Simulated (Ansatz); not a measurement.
**Scan of [SiH3···H···O], triplet**

Starting geometry:

| atom | x (Å) | y (Å) | z (Å) |
| --- | --- | --- | --- |
| Si | -1.0438 | 0.0000 | 0.0000 |
| H | -1.5386 | 1.3997 | 0.0000 |
| H | -1.5386 | -0.6999 | 1.2122 |
| H | -1.5386 | -0.6999 | -1.2122 |
| H | 0.4409 | 0.0000 | 0.0000 |
| O | 2.0952 | 0.0000 | 0.0000 |

From there H5 is moved from one fragment to the other while all else, the fragments' distance too, stays fixed, so the hump isn't the reaction's barrier; atoms are numbered as listed. Energies are in eV, counted from the starting geometry at the same level.

Basis cc-pVDZ; Ansatz 0.2.0. Correlated methods freeze the noble-gas cores. R marks a restricted (for open shells ROHF) determinant, U an unrestricted one.

Full CI isn't at hand for all of this; UCCSDT(Q) serves as the reference, and is uncertain by about the last step of the cluster series. The frozen core follows each run's orbitals, which can shift R against U totals by a few meV.

```tsv
distance Si1-H5 (Å)	UCCSDT(Q)	error RMP2	error UMP2	error RCCSD	error RCCSDT	error UCCSDT	error RCCSDT(Q)
1.381	0.075	-0.024	-0.019	-0.010	-0.001	-0.001	0.000
1.485	0.000	0.000	0.000	0.000	0.000	0.000	0.000
1.580	0.089	0.038	0.028	0.013	0.001	0.001	0.000
1.674	0.228	0.096	0.068	0.032	0.003	0.003	0.000
1.769	0.318	0.145	0.105	0.053	0.005	0.005	0.000
1.864	0.274	-0.082	0.088	0.066	0.008	0.007	-0.001
1.959	0.086	-0.093	-0.004	0.054	0.007	0.007	0.000
2.054	-0.158	-0.110	-0.084	0.037	0.005	0.006	0.000
2.149	-0.292	-0.134	-0.124	0.023	0.004	0.004	0.000
```

Errors are those of relative energies. In total energy the starting point itself misses UCCSDT(Q) by: RMP2 1.412, UMP2 1.402, RCCSD 0.136, RCCSDT 0.006, UCCSDT 0.005, RCCSDT(Q) 0.001 eV.

Spread of the error over the points with a reference, to 2.149 Å (largest less smallest): RCCSDT(Q) 0.001, UCCSDT 0.008, RCCSDT 0.008, RCCSD 0.075, UMP2 0.229, RMP2 0.278 eV.
